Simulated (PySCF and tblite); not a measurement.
C2H6S, numbered as in [CH3:1][CH2:2][SH:3]. Search: ETKDG and KDG, MMFF94s, GFN2-xTB, 90 starts; geometries at PBE0-D3(BJ)/def2-SVP. Free energies are PBE0-D3(BJ)/def2-TZVP single points with GFN2-xTB rigid-rotor and vibrational terms (modes under about 100 cm⁻¹ blended into free rotors). Symmetry numbers and mirror images are counted. Conformers within 4 kcal/mol (GFN2-xTB free energy) were kept, 5 at most. GIAO shieldings: PBE0/pcSseg-1. Shifts are against TMS (¹H), TMS (¹³C) at the same level. Codes: tblite and PySCF.

Torsions listed: C1–C2–S3–H3. Of a mirror pair one member is shown.

Two conformers hold nearly all the population. I: -178°; δ(C1) = 15.80 ppm. II: 64°; δ(C1) = 22.88 ppm. The average over the ensemble at 298.15 K is 21.23 ppm.

**Question.** What populations and free-energy difference follow from a two-state model?

**Answer.** p(I) = (21.23 − 22.88)/(15.80 − 22.88) = 0.23, so K = p(II)/p(I) = 3.29 and G(II) − G(I) = −RT ln K = -0.71 kcal/mol. One of the two counts twice, as a mirror pair, which this difference holds. The weights computed directly are 23.3 % and 76.7 %.
